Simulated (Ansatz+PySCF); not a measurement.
The numbers below are computed, except where a source is named.
Several solutions for singlet N₂

```xyz
2

N     0.0000    0.0000   -0.5928
N     0.0000    0.0000    0.5928
```

Basis set: def2-SVP (spherical functions). Charge 0, multiplicity 1.

UHF was run from several starts with Ansatz (development build ahead of 0.2.0) and PySCF 2.14.0.

```json
{"run": "A", "program": "Ansatz", "start": "search for the lowest state", "converged": "yes", "energy (hartree)": "-108.82170", "<S²>": "0.38"}
{"run": "B", "program": "Ansatz", "start": "atomic start, no search", "converged": "yes", "energy (hartree)": "-108.81784", "<S²>": "0.00"}
{"run": "C", "program": "PySCF", "start": "guess minao, instabilities followed", "converged": "yes", "energy (hartree)": "-108.82170", "<S²>": "0.38"}
{"run": "D", "program": "PySCF", "start": "guess 1e, instabilities followed", "converged": "yes", "energy (hartree)": "-108.82170", "<S²>": "0.38"}
{"run": "E", "program": "PySCF", "start": "program defaults", "converged": "yes", "energy (hartree)": "-108.81784", "<S²>": "0.00"}
{"run": "F", "program": "PySCF", "start": "guess atom, instabilities followed", "converged": "yes", "energy (hartree)": "-108.82170", "<S²>": "0.38"}
{"run": "G", "program": "Ansatz", "start": "stability test followed", "converged": "yes", "energy (hartree)": "-108.82170", "<S²>": "0.38"}
{"run": "H", "program": "PySCF", "start": "guess huckel, instabilities followed", "converged": "yes", "energy (hartree)": "-108.82170", "<S²>": "0.38"}
```

Q: Which runs reached the lowest solution of this kind, and what is wrong with the others?

A: A, C, D, F, G, H reached the lowest solution found. Converged but too high: B by 0.11 eV, E by 0.11 eV. Convergence only shows a stationary point, and even a stable one can lie too high; stability tests and further starts are what find lower ones. Caution: the unrestricted determinant is spin contaminated. Caution: the determinant breaks the point group.
